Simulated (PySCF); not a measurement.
PBE single point of singlet FSiN at its PBE0 minimum.

Input, equivalent to the run apart from its starting density:

```python
from pyscf import gto, scf, dft
mol = gto.M(atom='''
Si     0.000000    -0.000000    -0.133343
N      0.000000     0.000000    -1.690836
F      0.000000     0.000000     1.442664''',
    basis={'Si': 'def2-TZVP', 'N': 'def2-TZVP', 'F': 'def2-TZVP'},
    charge=0, spin=0)
mf = dft.RKS(mol, xc='PBE')
mf.grids.atom_grid = (75, 302)
aux = {'Si': 'def2-universal-JKFIT', 'N': 'def2-universal-JKFIT', 'F': 'def2-universal-JKFIT'}
mf = mf.density_fit(auxbasis=aux)
mf.conv_tol = 1e-08
mf.diis_space = 10
mf.max_cycle = 60
mf.verbose = 4
mf.kernel()
```

Excerpt of the output:

```
init E= -443.790039102727
  HOMO = -0.246871847361569  LUMO = -0.168389157189445  gap/eV = 2.13562
cycle= 1 E= -443.790390797012  delta_E= -0.000352  |g|= 0.107  |ddm|= 0.173
  HOMO = -0.269642286925813  LUMO = -0.171146640386731  gap/eV = 2.68020
cycle= 2 E= -443.715392701461  delta_E= 0.075  |g|= 0.553  |ddm|= 0.439
  HOMO = -0.247749240982102  LUMO = -0.166544928225107  gap/eV = 2.20968
cycle= 3 E= -443.792621972959  delta_E= -0.0772  |g|= 0.0746  |ddm|= 0.349
  HOMO = -0.250170264867658  LUMO = -0.167723826777419  gap/eV = 2.24348
cycle= 4 E= -443.793254141671  delta_E= -0.000632  |g|= 0.0299  |ddm|= 0.0373
  HOMO = -0.249889885074433  LUMO = -0.168536914195307  gap/eV = 2.21373
cycle= 5 E= -443.793497490798  delta_E= -0.000243  |g|= 0.00289  |ddm|= 0.0247
  HOMO = -0.249660401486912  LUMO = -0.168299649595937  gap/eV = 2.21394
cycle= 6 E= -443.793499086143  delta_E= -1.6e-06  |g|= 0.000891  |ddm|= 0.00198
  HOMO = -0.249705263912976  LUMO = -0.168315003317119  gap/eV = 2.21474
cycle= 7 E= -443.793499283148  delta_E= -1.97e-07  |g|= 0.000111  |ddm|= 0.000553
  HOMO = -0.249704143244739  LUMO = -0.168312718520212  gap/eV = 2.21477
cycle= 8 E= -443.793499286386  delta_E= -3.24e-09  |g|= 1.52e-05  |ddm|= 8.29e-05
  HOMO = -0.249707649285942  LUMO = -0.16831435505069  gap/eV = 2.21482
Extra cycle  E= -443.793499285224  delta_E= 1.16e-09  |g|= 7.01e-05  |ddm|= 5.26e-05
converged SCF energy = -443.793499285224
```

This run, together with those of the ionised and electron-attached species (not shown), took 6.5 s on 2 threads of a shared Arm Neoverse N1 host, with 99 basis functions; the process peaked at 0.89 GiB. Launch command: `OMP_NUM_THREADS=2 python axn.py task.json out`.
